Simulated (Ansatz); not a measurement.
# ClFH4Si: the cost of one run

All numbers below are computed with Ansatz 0.2.0 (RKS B3LYP/def2-SVP).

## (1) The structure to begin with

Bond lengths: Si1–H3 1.460 Å, Si1–H4 1.459 Å, Si1–F5 1.589 Å, Si1–Cl6 2.430 Å. Angles: H3–Si1–H4 109.5°, H3–Si1–F5 109.5°, H3–Si1–Cl6 178.9°, H4–Si1–F5 109.5°, H4–Si1–Cl6 70.0°, F5–Si1–Cl6 70.0°.

Coordinates:

```xyz
7

Si    0.0000    0.0000    0.0000
H     0.0000    0.0000    1.8100
H     1.3768    0.0000   -0.4862
H    -0.6877    1.1914   -0.4862
F    -0.7489   -1.2974   -0.5295
Cl   -2.3060    0.0000    0.7662
H    -0.9541    0.0000    1.8716
```

## (2) Pulling towards end A

Springs on the bonds that form and break draw the guess towards this end; the thresholds are loose.

The input, input.yaml:

```yaml
crystal:
  periodic: [false, false, false]
  atoms:
    - { symbol: Si, position_ang: [0.0, 0.0, 0.0] }
    - { symbol: H, position_ang: [0.0, 0.0, 1.81] }
    - { symbol: H, position_ang: [1.3768, 0.0, -0.4862] }
    - { symbol: H, position_ang: [-0.6877, 1.1914, -0.4862] }
    - { symbol: F, position_ang: [-0.7489, -1.2974, -0.5295] }
    - { symbol: Cl, position_ang: [-2.306, 0.0, 0.7662] }
    - { symbol: H, position_ang: [-0.9541, 0.0, 1.8716] }
basis:
  gaussian: { orbitals: def2-SVP }
hamiltonian:
  xc: b3lyp
relax:
  f_tol: 0.15
  max_steps: 25
  restrain:
    - { distance: [0, 5], at: 3.33, k: 30.0 }
    - { distance: [6, 1], at: 1.86, k: 30.0 }
    - { distance: [0, 1], at: 1.46, k: 30.0 }
    - { distance: [6, 5], at: 1.37, k: 30.0 }
```

Started as:

```console
> ansatz run input.yaml --threads 1 --pin off --max-ram 2048MiB --backend cpu --events-out ev --progress --plain --runs-dir out
```

Q: Estimate wall time and peak memory on 1 thread of Arm Neoverse V2, shared host.

About 15 s, with a peak of 0.14 GiB.
